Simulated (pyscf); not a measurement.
Thermochemistry of product channels of O=Ti=O + H₂ on the singlet surface, in kcal/mol, from ωB97M-D3(BJ)/def2-TZVP energies (ideal gas, 1 atm, RRHO with modes under 100 cm⁻¹ raised to 100, one conformer, R ln 2 for rigid chiral ones). Structures and frequencies: ωB97X-D3(BJ)/def2-SVP in PySCF.

```json
[
 {"products": "O=Ti [singlet] + H₂O", "ΔE": "___", "ΔH(298 K)": "+46.9", "ΔG(298 K)": "+45.5", "ΔG(900 K)": "+43.7"},
 {"products": "O=TiH–OH", "ΔE": "-40.1", "ΔH(298 K)": "-37.4", "ΔG(298 K)": "-30.3", "ΔG(900 K)": "-16.2"}
]
```

Question: Some entries are withheld; supply them.

Answer: 
- O=Ti [singlet] + H₂O, ΔE: +41.9

These are energies of the channels, which say nothing of barriers. O=Ti [singlet] is an excited spin state, 28.4 kcal/mol over the triplet at ωB97X-D3(BJ). A restricted singlet here is unstable towards spin polarisation, as is usual where a triplet lies low; its energy is less safe.
